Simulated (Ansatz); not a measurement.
C4H5, SMILES [C]#CCC, a single point in a Gaussian basis

Program: Ansatz 0.2.0 through its Python package.

Script `energy_c4h5.py`:
```python
'''Single point of C4H5 in a Gaussian basis.'''

from pathlib import Path

import ansatz as az

GEOMETRY = '''
C     2.56470   -0.64190   -0.24540
C     1.50350   -0.08040   -0.13530
C     0.21270    0.60410   -0.00120
C    -0.92470   -0.40720    0.06990
H     0.22220    1.21980    0.92280
H     0.06320    1.27200   -0.87570
H    -0.95470   -1.02150   -0.85570
H    -1.89170    0.12910    0.17100
H    -0.79510   -1.07400    0.94950
'''

system = az.Crystal.molecule()
for line in GEOMETRY.strip().splitlines():
    symbol, *xyz = line.split()
    system = system.atom(symbol, [float(v) for v in xyz])

base = (
    system.calculation()
    .basis(gaussian='6-31G*')
    .functional('BLYP')
    .spin('collinear', total=1)
    .orbitals()
)
res = base.run(threads=1, backend='cpu', runs_dir='out')
data = res.report

for key in ('converged', 'free_energy_ev', 'reference_energy_ev', 'n_frozen', 'n_occupied', 'n_virtual'):
    print(f'{key:22s} {data[key]}')

field = data['mean_field']
print('<S^2> =', round(abs(field['state']['spin_squared']), 4), ' all-electron relativity setting:', field['relativity'])
print('passes:', field['passes'])
if 'symmetry' in field:
    print('occupied orbitals by irrep:', field['symmetry']['occupied'])

lines = Path(data['orbitals_path']).read_text().splitlines()
field_of = lambda key: [line.split('=')[1].strip() for line in lines if line.startswith(key)]
orbitals = [(27.211386 * float(e), s, float(n)) for e, s, n in zip(field_of('Ene='), field_of('Spin='), field_of('Occup='))]
homo = max(e for e, _, n in orbitals if n > 0.5)
lumo = min(e for e, _, n in orbitals if n < 0.5)
print(f'HOMO {homo:.3f} eV, LUMO {lumo:.3f} eV, gap {lumo - homo:.3f} eV')
```

```console
$ python energy_c4h5.py
converged              True
free_energy_ev         -4222.1931572437015
reference_energy_ev    -4222.1931572437015
n_frozen               0
n_occupied             [15, 14]
n_virtual              [55, 56]
<S^2> = 0.7595  all-electron relativity setting: none
passes: {'evaluations': 55, 'products': 151}
occupied orbitals by irrep: [{'A': 15}, {'A': 14}]
HOMO -5.984 eV, LUMO -5.430 eV, gap 0.553 eV
```

Total energies depend on the basis set; only differences at equal settings carry meaning. The geometry is a force-field or estimated start, not a minimum of this method, and the basis set is short of its limit. The species is open-shell (spin multiplicity 2). Levels such as HOMO and LUMO are orbital energies: with these approximate functionals they aren't the ionisation energy and electron affinity, and their gap isn't the fundamental gap. Finished in 16 s on 1 thread of Arm Neoverse N1 (shared host), peak memory 0.21 GiB.

(Lines on the test bed's own set-up are left out of the output.)
